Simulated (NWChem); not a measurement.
System: chlorine (Cl2); SMILES ClCl

NWChem printed, in part:

```
             Northwest Computational Chemistry Package (NWChem) 7.3.0
             --------------------------------------------------------

 ORDER OF PRIMARY AXIS IS BEING SET TO 4
 D4H symmetry detected

                             Geometry "geometry" -> ""
                             -------------------------

 Output coordinates in angstroms (scale by  1.889725989 to convert to a.u.)

  No.       Tag          Charge          X              Y              Z
 ---- ---------------- ---------- -------------- -------------- --------------
    1 Cl                  17.0000     0.00000000     0.00000000     1.02152500
    2 Cl                  17.0000     0.00000000     0.00000000    -1.02152500

 Effective nuclear repulsion energy (a.u.)      74.8548615848

      Symmetry information
      --------------------

 Group name             D4h
 Group number             28
 Group order              16
 No. of unique centers     1

                                 NWChem DFT Module
                                 -----------------

 Summary of "ao basis" -> "ao basis" (spherical)
 ------------------------------------------------------------------------------
       Tag                 Description            Shells   Functions and Types
 ---------------- ------------------------------  ------  ---------------------
 Cl                         def2-svp                 8       18   4s3p1d

      Symmetry analysis of basis
      --------------------------

        a1g         8
        a1u         0
        a2g         0
        a2u         8
        b1g         1
        b1u         1
        b2g         1
        b2u         1
        eg          8
        eu          8

            General Information
            -------------------
          SCF calculation type: DFT
          Wavefunction type:  closed shell.
          No. of atoms     :     2
          No. of electrons :    34
           Alpha electrons :    17
            Beta electrons :    17
          Charge           :     0
          Spin multiplicity:     1
          Use of symmetry is: on ; symmetry adaption is: on
          Maximum number of iterations: 150
          AO basis - number of functions:    36
                     number of shells:    16
          Convergence on energy requested:  1.00D-06
          Convergence on density requested:  1.00D-05
          Convergence on gradient requested:  5.00D-04

              XC Information
              --------------
                        M06-L Method XC Functional
                         M06-L Exchange Functional  1.000
                       M06-L Correlation Potential  1.000

             Grid Information
             ----------------
          Grid used for XC integration:  medium
          Radial quadrature: Mura-Knowles
          Angular quadrature: Lebedev.
          Tag              B.-S. Rad. Rad. Pts. Rad. Cut. Ang. Pts.
          ---              ---------- --------- --------- ---------
          Cl                  1.00       88           7.0       590
          Grid pruning is: on
          Number of quadrature shells:    88
          Spatial weights used:  Erf1

      Superposition of Atomic Density Guess
      -------------------------------------

 Sum of atomic energies:        -918.64703840

      Non-variational initial energy
      ------------------------------

 Total energy =    -918.700298
 1-e energy   =   -1419.319299
 2-e energy   =     425.764139
 HOMO         =      -0.345986
 LUMO         =      -0.110257

      Symmetry analysis of molecular orbitals - initial
      -------------------------------------------------

 !! scf_movecs_sym_adapt:    4 vectors were symmetry contaminated

  Symmetry fudging

 !! scf_movecs_sym_adapt:    4 vectors were symmetry contaminated

  Numbering of irreducible representations:

     1 a1g         2 a1u         3 a2g         4 a2u         5 b1g
     6 b1u         7 b2g         8 b2u         9 eg         10 eu

  Orbital symmetries:

     1 a2u         2 a1g         3 a1g         4 a2u         5 a1g
     6 a2u         7 eu          8 eu          9 eg         10 eg
    11 a1g        12 a2u        13 a1g        14 eu         15 eu
    16 eg         17 eg         18 a2u        19 a1g        20 a2u
    21 a1g        22 eu         23 eu         24 b1g        25 b2g
    26 b2u        27 b1u

     ---------------------------------------------
      Total Density - Mulliken Population Analysis
     ---------------------------------------------

    Atom       Charge   Shell Charges
 -----------   ------   -------------------------------------------------------
    1 Cl  17    17.00   2.00  1.99  1.23  0.72  5.94  1.98  3.12  0.02
    2 Cl  17    17.00   2.00  1.99  1.23  0.72  5.94  1.98  3.12  0.02

   convergence    iter        energy       DeltaE   RMS-Dens  Diis-err
 ---------------- ----- ----------------- --------- --------- ---------
 d= 0,ls=0.0,diis     1   -920.0485197491 -9.95D+02  1.39D-02  1.92D-01
 d= 0,ls=0.0,diis     2   -920.0545863520 -6.07D-03  7.10D-03  1.11D-01
 d= 0,ls=0.0,diis     3   -920.0681074190 -1.35D-02  1.13D-03  3.56D-03
 d= 0,ls=0.0,diis     4   -920.0685685219 -4.61D-04  2.30D-04  7.95D-05
 d= 0,ls=0.0,diis     5   -920.0685780228 -9.50D-06  3.58D-06  4.19D-08
 d= 0,ls=0.0,diis     6   -920.0685780275 -4.62D-09  2.33D-07  7.35D-11

         Total DFT energy =     -920.068578027466
      One electron energy =    -1418.942357667316
           Coulomb energy =      480.498817420827
    Exchange-Corr. energy =      -56.479899365820
 Nuclear repulsion energy =       74.854861584843

 Numeric. integr. density =       34.000000009111

                  Occupations of the irreducible representations
                  ----------------------------------------------

                     irrep           alpha         beta
                     --------     --------     --------
                     a1g               5.0          5.0
                     a1u               0.0          0.0
                     a2g               0.0          0.0
                     a2u               4.0          4.0
                     b1g               0.0          0.0
                     b1u               0.0          0.0
                     b2g               0.0          0.0
                     b2u               0.0          0.0
                     eg                4.0          4.0
                     eu                4.0          4.0

                       DFT Final Molecular Orbital Analysis
                       ------------------------------------

 Vector   15  Occ=2.000000D+00  E=-3.690663D-01  Symmetry=eu
              MO Center=  4.6D-16,  5.7D-16, -1.8D-14, r^2= 2.0D+00
   Bfn.  Coefficient  Atom+Function         Bfn.  Coefficient  Atom+Function
  ----- ------------  ---------------      ----- ------------  ---------------
    12      0.392017  1 Cl py                30      0.392017  2 Cl py
     9      0.301074  1 Cl py                27      0.301074  2 Cl py
    11      0.179694  1 Cl px                29      0.179694  2 Cl px
     6      0.175096  1 Cl py                24      0.175096  2 Cl py
     8      0.138007  1 Cl px                26      0.138007  2 Cl px

 Vector   16  Occ=2.000000D+00  E=-2.773804D-01  Symmetry=eg
              MO Center=  9.6D-16, -1.2D-15, -1.6D-14, r^2= 2.2D+00
   Bfn.  Coefficient  Atom+Function         Bfn.  Coefficient  Atom+Function
  ----- ------------  ---------------      ----- ------------  ---------------
    11      0.452754  1 Cl px                29     -0.452754  2 Cl px
     8      0.332833  1 Cl px                26     -0.332833  2 Cl px
    12     -0.206595  1 Cl py                30      0.206595  2 Cl py
     5      0.189682  1 Cl px                23     -0.189682  2 Cl px
     9     -0.151875  1 Cl py                27      0.151875  2 Cl py

 Vector   17  Occ=2.000000D+00  E=-2.773804D-01  Symmetry=eg
              MO Center= -3.0D-14, -6.5D-14,  1.8D-14, r^2= 2.2D+00
   Bfn.  Coefficient  Atom+Function         Bfn.  Coefficient  Atom+Function
  ----- ------------  ---------------      ----- ------------  ---------------
    12      0.452754  1 Cl py                30     -0.452754  2 Cl py
     9      0.332833  1 Cl py                27     -0.332833  2 Cl py
    11      0.206595  1 Cl px                29     -0.206595  2 Cl px
     6      0.189682  1 Cl py                24     -0.189682  2 Cl py
     8      0.151875  1 Cl px                26     -0.151875  2 Cl px

 Vector   18  Occ=0.000000D+00  E=-1.654553D-01  Symmetry=a2u
              MO Center=  3.0D-14,  6.5D-14, -7.0D-16, r^2= 2.4D+00
   Bfn.  Coefficient  Atom+Function         Bfn.  Coefficient  Atom+Function
  ----- ------------  ---------------      ----- ------------  ---------------
    13      0.671014  1 Cl pz                31      0.671014  2 Cl pz
    10      0.385291  1 Cl pz                28      0.385291  2 Cl pz
     7      0.216006  1 Cl pz                25      0.216006  2 Cl pz
     4     -0.209647  1 Cl s                 22      0.209647  2 Cl s
     3     -0.187905  1 Cl s                 21      0.187905  2 Cl s

 Vector   19  Occ=0.000000D+00  E= 4.088424D-01  Symmetry=a1g
              MO Center= -3.0D-15,  1.4D-15, -9.1D-15, r^2= 2.9D+00
   Bfn.  Coefficient  Atom+Function         Bfn.  Coefficient  Atom+Function
  ----- ------------  ---------------      ----- ------------  ---------------
     3      1.346654  1 Cl s                 21      1.346654  2 Cl s
     4     -1.161245  1 Cl s                 22     -1.161245  2 Cl s
     2     -0.364440  1 Cl s                 20     -0.364440  2 Cl s
    16      0.262382  1 Cl d  0              34      0.262382  2 Cl d  0
     1      0.048688  1 Cl s                 19      0.048688  2 Cl s

 Vector   20  Occ=0.000000D+00  E= 5.112506D-01  Symmetry=a2u
              MO Center=  1.7D-18,  4.0D-18,  8.9D-15, r^2= 3.4D+00
   Bfn.  Coefficient  Atom+Function         Bfn.  Coefficient  Atom+Function
  ----- ------------  ---------------      ----- ------------  ---------------
     4      1.789439  1 Cl s                 22     -1.789439  2 Cl s
     3     -1.548124  1 Cl s                 21      1.548124  2 Cl s
     2      0.374833  1 Cl s                 20     -0.374833  2 Cl s
    13     -0.249885  1 Cl pz                31     -0.249885  2 Cl pz
    16     -0.139885  1 Cl d  0              34      0.139885  2 Cl d  0

     ---------------------------------------------
      Total Density - Mulliken Population Analysis
     ---------------------------------------------

    Atom       Charge   Shell Charges
 -----------   ------   -------------------------------------------------------
    1 Cl  17    17.00   2.00  1.99  1.29  0.69  5.93  2.08  2.98  0.04
    2 Cl  17    17.00   2.00  1.99  1.29  0.69  5.93  2.08  2.98  0.04

     -------------------------------------------
      Total Density - Lowdin Population Analysis
     -------------------------------------------

    Atom       Charge   Shell Charges
 -----------   ------   -------------------------------------------------------
    1 Cl  17    17.00   2.00  1.96  1.10  0.87  5.82  2.21  3.00  0.04
    2 Cl  17    17.00   2.00  1.96  1.10  0.87  5.82  2.21  3.00  0.04

     Multipole analysis of the density
     ---------------------------------

     L   x y z        total         alpha         beta         nuclear
     -   - - -        -----         -----         ----         -------
     0   0 0 0     -0.000000    -17.000000    -17.000000     34.000000

     1   1 0 0     -0.000000     -0.000000     -0.000000      0.000000
     1   0 1 0     -0.000000     -0.000000     -0.000000      0.000000
     1   0 0 1     -0.000000     -0.000000     -0.000000      0.000000

     2   2 0 0    -18.548533     -9.274266     -9.274266      0.000000
     2   1 1 0      0.000000      0.000000      0.000000      0.000000
     2   1 0 1      0.000000      0.000000      0.000000      0.000000
     2   0 2 0    -18.548533     -9.274266     -9.274266      0.000000
     2   0 1 1      0.000000      0.000000      0.000000      0.000000
     2   0 0 2    -16.166731    -71.433070    -71.433070    126.699409
```

Level: M06-L/def2-SVP. All runs use the structure optimised with B3LYP/6-31G* (spherical d).

Problem. Write an input that gives this output.

Solution. Several could match; the one computed here: the input that was run:
```
start job
memory heap 200 mb stack 900 mb global 1100 mb
geometry units angstroms noautoz
  Cl     0.000000     0.000000     1.021525
  Cl     0.000000     0.000000    -1.021525
end
basis spherical
  * library def2-svp
end
dft
  xc m06-l
  iterations 150
  mulliken
end
task dft energy
```
